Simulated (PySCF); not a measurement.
**Frontier levels across methods**

Species: C3H9P.
Z-matrix (Å and degrees, PBE0-D3(BJ)/def2-SVP geometry), rows numbered from 1:
```
C 
P   1  1.8503
C   2  1.8502  1   99.30
C   2  1.8504  1   99.25  3  -101.13
H   1  1.1029  2  112.60  3    50.14
H   1  1.1008  2  109.50  3   -71.03
H   1  1.1007  2  109.48  3   171.31
H   3  1.1029  2  112.60  1   -50.92
H   3  1.1008  2  109.48  1  -172.09
H   3  1.1007  2  109.50  1    70.27
H   4  1.1030  2  112.56  1    50.66
H   4  1.1007  2  109.55  1   171.87
H   4  1.1008  2  109.45  1   -70.44
```

Basis pcSseg-2 throughout (PySCF), one geometry. Isolated species at its PBE0-D3(BJ)/def2-SVP geometry, gas phase.

Problem. How do the orbital energies, the gap and the dipole change with the method?

Solution. 
```json
{"method": "BLYP", "kind": "GGA", "HOMO (eV)": "-5.17", "LUMO (eV)": "-0.08", "gap (eV)": "5.09", "μ (D)": "1.13", "SCF cycles": "13"}
{"method": "OPBE", "kind": "GGA", "HOMO (eV)": "-5.24", "LUMO (eV)": "0.05", "gap (eV)": "5.29", "μ (D)": "1.30", "SCF cycles": "13"}
{"method": "B97-D", "kind": "GGA", "HOMO (eV)": "-5.25", "LUMO (eV)": "0.06", "gap (eV)": "5.31", "μ (D)": "1.20", "SCF cycles": "13"}
{"method": "PBE", "kind": "GGA", "HOMO (eV)": "-5.28", "LUMO (eV)": "-0.09", "gap (eV)": "5.19", "μ (D)": "1.21", "SCF cycles": "13"}
{"method": "LDA", "kind": "LDA", "HOMO (eV)": "-5.34", "LUMO (eV)": "-0.20", "gap (eV)": "5.14", "μ (D)": "1.25", "SCF cycles": "12"}
{"method": "KT2", "kind": "GGA", "HOMO (eV)": "-5.36", "LUMO (eV)": "-0.09", "gap (eV)": "5.26", "μ (D)": "1.17", "SCF cycles": "13"}
{"method": "BP86", "kind": "GGA", "HOMO (eV)": "-5.37", "LUMO (eV)": "0.07", "gap (eV)": "5.44", "μ (D)": "1.22", "SCF cycles": "13"}
{"method": "KT3", "kind": "GGA", "HOMO (eV)": "-5.38", "LUMO (eV)": "-0.25", "gap (eV)": "5.14", "μ (D)": "1.15", "SCF cycles": "13"}
{"method": "B3LYP", "kind": "global hybrid", "HOMO (eV)": "-6.21", "LUMO (eV)": "0.32", "gap (eV)": "6.52", "μ (D)": "1.17", "SCF cycles": "12"}
{"method": "PBE0", "kind": "global hybrid", "HOMO (eV)": "-6.38", "LUMO (eV)": "0.60", "gap (eV)": "6.98", "μ (D)": "1.27", "SCF cycles": "12"}
{"method": "mPW1PW91", "kind": "global hybrid", "HOMO (eV)": "-6.41", "LUMO (eV)": "0.61", "gap (eV)": "7.01", "μ (D)": "1.26", "SCF cycles": "12"}
{"method": "HF", "kind": "Hartree–Fock", "HOMO (eV)": "-8.98", "LUMO (eV)": "2.69", "gap (eV)": "11.67", "μ (D)": "1.31", "SCF cycles": "9"}
```

The HOMO spans 3.81 eV, from BLYP down to HF, and the gap runs from 5.09 eV (BLYP) to 11.67 eV (HF). Over the methods BLYP (0 %), OPBE (0 %), B97-D (0 %), PBE (0 %), LDA (0 %), KT2 (0 %), BP86 (0 %), KT3 (0 %), B3LYP (20 %), PBE0 (25 %), mPW1PW91 (25 %), HF (100 %), a straight line through the gap against the share of exact exchange rises by 0.65 eV for each 10 % (correlation coefficient 0.998). The dipole ranges from 1.13 D (BLYP) to 1.31 D (HF). This basis has no diffuse functions.
